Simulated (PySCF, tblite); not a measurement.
# CH6FN, a complex of two parts: NMR shifts, interaction energy, infrared bands, spin-spin couplings and core binding energies

One table from this session's results is given with a row withheld; the runs are named, their logs left out.

Computed with tblite 0.8.0 and PySCF 2.14.0; each step states its level. No surroundings beyond the atoms listed, unless a continuum is named. Atoms count from 0, parts from 1.

## Starting point

9 atoms, charge 0, multiplicity 1; geometry: rigid parts in contact. Parts: 1 = atoms 0–4, `CF`, charge 0; 2 = atoms 5–8, `N`, charge 0.

Set-up of the first run:

What the job is given:

```
{"job": {"kind": "dock", "xc": "GFN2-xTB", "basis": "xTB"}, "charge": 0, "multiplicity": 1, "parts": [{"atoms": "0-4", "charge": 0, "multiplicity": 1}, {"atoms": "5-8", "charge": 0, "multiplicity": 1}]}
C      0.000319    -0.069759     0.003095
F     -0.006729     1.292969    -0.058132
H      0.913768    -0.425163    -0.475368
H     -0.025895    -0.361392     1.053725
H     -0.881463    -0.436656    -0.523320
N     -2.389258     2.059400    -1.334248
H     -2.793108     2.987877    -1.316551
H     -1.877584     1.930650    -0.469855
H     -1.720629     2.029740    -2.094199
```

With the program's defaults for keys left out, this is: GFN2-xTB search for minima from random contacts, gas phase.

The run is started by

```bash
> OMP_NUM_THREADS=1 python cluster_run.py task.json out
```

This one command runs all jobs of the session in turn.

Among the steps run: Docking the parts with GFN2-xTB; Relaxing the molecule at PBE0-D3(BJ)/def2-TZVPD; NMR shieldings: PBE0/pcSseg-2; Coupled-cluster interaction energy: CCSD(T) and MP2.

One of the session's tables, all rows but one given; the rest of the session is left out.

It belongs to the step «Coupled-cluster interaction energy: CCSD(T) and MP2». 

| method | interaction energy (kcal/mol) |
| --- | --- |
| HF/aug-cc-pVDZ | -0.88 |
| MP2/aug-cc-pVDZ | -1.59 |
| CCSD/aug-cc-pVDZ | -1.50 |
| CCSD(T)/aug-cc-pVDZ | -1.62 |
| HF/aug-cc-pVQZ | ? |
| MP2/aug-cc-pVQZ | -1.84 |
| SCS-MP2/aug-cc-pVQZ | -1.56 |
| MP2, extrapolated | -1.89 |
| CCSD(T), limit estimate | -1.93 |

**Question.** Estimate the row for HF/aug-cc-pVQZ.

As computed: interaction energy (kcal/mol): -0.86. In the column «interaction energy (kcal/mol)» it is the highest.
